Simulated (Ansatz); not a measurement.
A structure of MgO relaxed with PBEsol (plane waves to 420 eV, PAW, scalar-relativistic; Ansatz, a program for electronic structure); single points at other levels follow on the same geometry (Ansatz, PAW; HSE06 at 420 eV on a 8×8×8 k-mesh; no spin-orbit coupling). Space group Fm-3m (No. 225).

Space group Fm-3m (No. 225); a = 4.2141 Å, b = 4.2141 Å, c = 4.2141 Å, α = 90.00°, β = 90.00°, γ = 90.00°

```tsv
atom	site	symmetry	x	y	z
O	4a	m-3m	0.0000	0.0000	0.0000
Mg	4b	m-3m	0.5000	0.5000	0.5000
```
(The calculation used a cell of 2 atoms; values per cell refer to that cell.)

| level | gap (eV) | kind | conduction minimum |
|---|---|---|---|
| PBEsol | 4.62 | direct | Γ |
| HSE06 | ? | – | ? |

What belongs in the gaps?


- HSE06, gap (eV): 6.47
- HSE06, conduction minimum: Γ

No spin polarisation in the result.

Measured for MgO: a 4.189 Å (static lattice; corrected from measurement; as listed in Daniel Mejia-Rodriguez, S. B. Trickey, Phys. Rev. B (2018)); gap 8.36 eV (static lattice; corrected from measurement; as listed in Wei Chen et al., Physical Review Materials (2018)). Computed minus measured — a: PBEsol +0.6 %; gap: PBEsol -3.74 eV, HSE06 -1.89 eV. The computed values are for a static lattice, and a measured gap can be an optical one, lowered by exciton binding.

The run could not lose the symmetry of its start.

All atoms sit on sites fixed by symmetry, so only the cell could relax.
